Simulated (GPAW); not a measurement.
# optPBE-vdW/real-space grid (scalar-relativistic datasets) run of BH3O2 (SMILES OBO)

Wanted: a structure relaxation of BH3O2. The job is set up through an ASE script.

The results are computed with GPAW 26.7.0.

5 further runs of the same task are left out: 2 that didn't finish, 3 set aside as unsound or not needed.

## 1. Starting point

The species is BH3O2 (6 atoms), meant as a singlet with charge 0. SMILES: `OBO`. Geometry: embedded from SMILES. This is one conformer, not always the lowest. The run starts from this shape.

Bond lengths: O1–B2 1.460 Å, B2–O3 1.460 Å, O1–H4 0.990 Å, B2–H5 1.182 Å, O3–H6 0.990 Å. Angles: O1–B2–O3 120.0°, O1–B2–H5 120.0°, O3–B2–H5 120.0°, B2–O1–H4 104.6°, B2–O3–H6 104.6°.

## 2. A geometry optimisation at optPBE-vdW/real-space grid (scalar-relativistic datasets)

Contents of run.py:

```python
from ase import Atoms
from ase.io import write
from ase.optimize import GPMin
from gpaw import GPAW
from rdkit import Chem
from rdkit.Chem import AllChem

rd = Chem.AddHs(Chem.MolFromSmiles("OBO"))
AllChem.EmbedMolecule(rd, randomSeed=645)
AllChem.UFFOptimizeMolecule(rd)
atoms = Atoms([a.GetSymbol() for a in rd.GetAtoms()], positions=rd.GetConformer().GetPositions())
write("start.xyz", atoms)
atoms.center(vacuum=3.0)

gpaw_calc = GPAW(mode="fd",
                 h=0.16,
                 maxiter=100,
                 xc={"name": "optPBE-vdW", "backend": "libvdwxc"},
                 txt="-")
atoms.calc = gpaw_calc

opt = GPMin(atoms, trajectory="molecule.traj")
converged = opt.run(fmax=0.05, steps=60)
print("Converged:", converged)
print(f"Final energy = {atoms.get_potential_energy():.5f} eV")
write("relaxed.xyz", atoms)
```

Run with:

```bash
$ python3 run.py
```

Q: Predict the results. Wanted: energy as printed; dipole moment; HOMO energy; LUMO energy; HOMO–LUMO gap.

Computed results:

Level: optPBE-vdW/real-space grid (scalar-relativistic datasets).

| quantity | value |
| --- | --- |
| energy as printed (from the program's reference atoms) | -44.6104 eV |
| dipole moment | 2.22 D |
| HOMO energy | -7.84 eV |
| LUMO energy | -0.50 eV |
| HOMO–LUMO gap | 7.34 eV |

What this shows: At the final geometry: Bond lengths: O1–B2 1.371 Å, B2–O3 1.372 Å, O1–H4 0.969 Å, B2–H5 1.203 Å, O3–H6 0.968 Å. Angles: O1–B2–O3 116.0°, O1–B2–H5 122.2°, O3–B2–H5 121.8°, B2–O1–H4 112.8°, B2–O3–H6 112.6°. The optimisation took 19 steps and changed the energy by -1.239 eV.
